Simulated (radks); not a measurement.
# Mg³⁺ in [He] 2s1 2p5 3s1: an all-electron calculation

The task here is to estimate one member of a computed series from the others.

Program: radks (a radial shooting solver on a logarithmic mesh, Libxc functionals) version 1. Level of theory: Dirac Kohn-Sham, LDA (Slater exchange, Perdew-Wang correlation), spin-unpolarised, spherical densities, finite nucleus; open shells fill j = l - 1/2 first. These are calculated values, not measurements, unless marked.

## The system

- element: magnesium (Z = 12)
- charge: +3
- electrons: 9
- configuration: [He] 2s1 2p5 3s1
- nuclear rms radius: 3.057 fm

The first run:

The run's settings:

```text
Z 12
configuration [He] 2s1 2p5 3s1
relativity Dirac
functional lda,pw
spin unpolarised
j_filling energy
nucleus finite rms 3.057 fm
c 137.035999084
```

Steps of the session up to this table: Self-consistent calculation.

One of the session's tables, all rows but one given; the rest of the session is left out.

It belongs to the step «Shells». Sizes of the orbitals, from the radial functions (bohr):

```
level     <r>  outermost maximum (interpolated)  90 % within  nodes
1s1/2       ?                                 ?            ?      ?
2s1/2  0.6566                             0.532         1.03      1
2p1/2  0.6138                             0.452         1.02      0
2p3/2  0.6155                             0.453         1.03      0
3s1/2   2.006                              1.79         2.95      2
```

Q: Estimate the row for 1s1/2 from the others.

As computed: <r>: 0.1310; outermost maximum (interpolated): 0.0853; 90 % within: 0.234; nodes: 0. In the column «<r>» it is the lowest.
